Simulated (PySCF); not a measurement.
A made-up structure of NaSiH₃S, closed shell:

```json
{"atom": "Na1", "x (Å)": "-2.3990", "y (Å)": "0.5005", "z (Å)": "0.5590"}
{"atom": "Si2", "x (Å)": "-0.2290", "y (Å)": "0.0540", "z (Å)": "-0.4390"}
{"atom": "S3", "x (Å)": "0.5396", "y (Å)": "-0.1341", "z (Å)": "1.5170"}
{"atom": "H4", "x (Å)": "-0.0104", "y (Å)": "-1.2718", "z (Å)": "-1.3153"}
{"atom": "H5", "x (Å)": "0.5123", "y (Å)": "1.1990", "z (Å)": "-1.2829"}
{"atom": "H6", "x (Å)": "1.5866", "y (Å)": "-0.3476", "z (Å)": "0.9612"}
```

It is relaxed with PBE-D4/def2-SVP and then PBE0-D4/def2-TZVP (PySCF 2.14 with density fitting (its default auxiliary sets; JK sets also for MP2 and CCSD(T))). Atoms count as bonded within 1.22 times the sum of their covalent radii (H–H: 0.88 Å). The end point is not checked to be a true minimum.

Q: Does its bonding change? (A judgement: the text doesn't fix the answer.)

A: Computed: Yes. Formed: none; broken: Na1–S3.

Where it ends: The first stage lowers the energy by 1.11 eV in 11 steps. It ends as NaSiH₃S ([Na][SiH2][SH]):
```xyz
6
angstrom
Na -2.8695 0.6040 0.4950
Si -0.3270 0.0749 -0.4151
S 0.8214 -0.1989 1.4246
H -0.0769 -1.1618 -1.2334
H 0.4117 1.1249 -1.1982
H 2.0394 -0.4511 0.9129
```

Labels in which every atom is bracketed show which atoms are joined, not bond orders.

For scale, one of the runs: PBE0-D4/def2-TZVP relaxation, 124 basis functions, launched by `OMP_NUM_THREADS=2 python run.py`. Hardware: 2 CPU threads of an AMD EPYC 7B13, shared host. Wall time 37 s; peak host memory 1.2 GiB.
